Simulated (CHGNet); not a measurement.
# Diamond-structure Ge

The numbers are results of the machine-learned potential CHGNet 0.3.0 (trained on PBE and PBE+U data), not measurements.

Cell: relaxed at this level.

- lattice constant a = 5.758 Å
- volume per atom = 23.87 Å³/atom

Measured, for comparison: lattice constant a 5.644 Å, equilibrium volume per atom 22.47 Å³/atom (static lattice: zero-point anharmonic expansion removed; as tabulated in Mejia-Rodriguez and Trickey (2018), arXiv:1807.09216). Computed (rounded) less measured: lattice constant a +2.0 %, equilibrium volume per atom +6.2 %.

A machine-learned potential is trained on density-functional data: it inherits that level's misses and adds fitting errors of its own.

Note: the model's elastic tensor is not positive definite here; this model's volume lies 5 % above that of the starting cell (a measured, published or database cell).
